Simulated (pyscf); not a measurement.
A first-order saddle from PySCF, ωB97X-D3(BJ)/def2-SVP:

```xyz
10

C     -1.4089    -0.8716     0.0437
Sn    -0.2572     1.1861     0.2353
H     -0.8747    -1.3545     0.8748
H     -1.6411    -1.6687    -0.6846
H     -2.3745    -0.4659     0.3790
H     -0.7963     1.2034     1.8782
H      1.4248     1.0084     0.2499
H     -1.0275     2.4584    -0.5702
Cl     0.0020     0.1402    -2.3906
H     -0.7813    -0.4281    -1.0525
```
Charge 0, spin multiplicity 1.

Surface: singlet, charge 0. Lowest wavenumbers (cm⁻¹): 1171i, 176, 201, 216, 333.

Task: What reaction is this the transition state of?

Result: H₃C–SnH₃ + HCl <-> CH₄ + Cl–SnH₃, a four-centre exchange read from left to right: C–Sn, Cl–H broken and C–H, Cl–Sn formed. At CCSD(T)/def2-TZVPP + ΔMP2(QZVPP) it lies +1.34 eV from the left side and +2.47 eV from the right (each side as separated species at their lowest minima found). One saddle was located; it need not be the lowest between these sides. The CCSD(T) − MP2 part came from Ansatz, without density fitting, on the same reference. The frozen core leaves the outer d or s,p core shells of the metals and heavy elements correlated in the MP2 and CC values, and def2-TZVPP describes them poorly, which can shift differences by a few kcal/mol. Elements past Kr carry the def2 core potentials, without spin-orbit coupling.
